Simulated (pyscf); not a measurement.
Thermochemistry of product channels of H₃Si–SeH (SMILES [SiH3][SeH]) + H• (SMILES [H]) on the doublet surface, in kcal/mol, from ωB97M-D3(BJ)/def2-TZVP energies (ideal gas, 1 atm, RRHO with modes under 100 cm⁻¹ raised to 100, one conformer, R ln 2 for rigid chiral ones). Optimised with ωB97X-D3(BJ)/def2-SVP in PySCF.

```
products                                                ΔE  ΔH(298 K)  ΔG(600 K)  ΔG(900 K)
---------------------------------------------------  -----  ---------  ---------  ---------
H₃Si–Se• (SMILES [SiH3][Se]) + H₂ (SMILES [H][H])    -25.8      -24.5      -26.0          …
•H₂Si–SeH (SMILES [SiH2][SeH]) + H₂ (SMILES [H][H])  -14.1      -13.3      -16.5          …
SeH• (SMILES [SeH]) + SiH₄ (SMILES [SiH4])           -16.6      -14.4      -15.3      -14.9
```

Question: Complete the blanks.

Answer: 
- H₃Si–Se• (SMILES [SiH3][Se]) + H₂ (SMILES [H][H]), ΔG(900 K): -26.6
- •H₂Si–SeH (SMILES [SiH2][SeH]) + H₂ (SMILES [H][H]), ΔG(900 K): -18.0

These are energies of the channels, which say nothing of barriers. Left out: orbital degeneracy and the spin-orbit lowering of SeH, which is large for Br, Se, Te and I. Elements up to Kr have no core potential and no relativistic terms here.
